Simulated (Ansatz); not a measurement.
**Zr (hcp): energy against volume**

The calculation used Ansatz 0.2.0, DFT, RPBE, plane waves (420 eV) with PAW, scalar-relativistic. (PAW data from PBE, frozen cores regenerated.)

The cell is scaled uniformly from the relaxed one, with fractional coordinates and shape fixed. Energies are extrapolated to zero smearing, pressures are those at the given smearing. Magnetic state: spin not included.

A Birch-Murnaghan fit gives V₀ = 23.95 Å³/atom, B₀ = 89 GPa, B₀′ = 3.3.

Task: What are the energy above the minimum and the pressure at 23.014 Å³/atom?

Result: 10.7 meV/atom and 3.89 GPa as computed.

Task: What are the energy above the minimum and the pressure at 24.932 Å³/atom?

Result: 10.7 meV/atom and -3.26 GPa as computed.

Task: What are the energy above the minimum and the pressure at 26.850 Å³/atom?

Result: 83.1 meV/atom and -8.30 GPa as computed.
